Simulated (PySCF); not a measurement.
A PySCF script (with the pyscf-properties extension) for the NMR shieldings of `N#[N+][O-]`, N2O, on a GFN2-xTB geometry:

```python
import basis_set_exchange as bse
import numpy as np
from pyscf import gto, dft
from pyscf.prop import nmr

atoms = """
N    -1.116797    0.102658   -0.005793
N    -0.011094    0.102616   -0.004196
O     1.139373    0.102594   -0.002565
"""
names = dict.fromkeys(["N", "O"], "pcSseg-1")
basis = {el: gto.basis.parse(bse.get_basis(n, elements=[el], fmt="nwchem")) for el, n in names.items()}
mol = gto.M(atom=atoms, basis=basis, charge=0, verbose=0)
mf = dft.RKS(mol, xc="PBE0")
mf.grids.level = 2
mf.grids.alignment = dft.numint.BLKSIZE   # the property module wants whole blocks of grid points
mf.conv_tol = 1e-9
mf.kernel()

calc = nmr.RKS(mf)   # GIAO
C = mf.mo_coeff
Co = C[:, mf.mo_occ > 0]
resp = mf.gen_response(singlet=True, hermi=2)
def vind(x):   # induced exchange potential for any number of trial vectors
    d = np.einsum("pi,xij,qj->xpq", C, 2 * x.reshape(-1, C.shape[1], Co.shape[1]), Co, optimize=True)
    return np.einsum("xpq,pi,qj->xij", resp(d - d.transpose(0, 2, 1)), C, Co, optimize=True).ravel()
mo1, _ = nmr.rhf.solve_mo1(calc, with_cphf=vind)
sigma = calc.kernel(mo1)
for i, s in enumerate(sigma):   # ppm
    print("%2d %-2s %9.2f" % (i, mol.atom_pure_symbol(i), np.trace(s) / 3))
```

Question: Give the expected output.

Answer: 
```
 0 N     106.02
 1 N      11.72
 2 O     205.63
```

These numbers come from an equivalent density-fitted implementation of the same equations, which agrees with the script to about 0.01 ppm for H and up to a few tenths of a ppm for heavy atoms, so last digits may differ.

Question: Turn these shieldings into chemical shifts. References, each an isolated molecule treated in the same way: ¹⁵N (σ = 267.73 ppm) against NH3; ¹⁷O (σ = 336.08 ppm) vs H2O.

Answer: Averaging equivalent atoms: N 1: 256.0; N 0: 161.7; O 2: 130.4 ppm. Experimental scales use liquid or dissolved standards, which lie at an offset from isolated NH3 (liquid NH3: subtract about 20 ppm) and H2O (liquid H2O: subtract about 36 ppm). Unscaled 15N shifts of sp2 nitrogen come out 20 to 40 ppm too high even then.

Size and cost of the density-fitted run: 51 basis functions, 1.5 s wall time on 1 thread of an x86-64 server CPU, shared host.
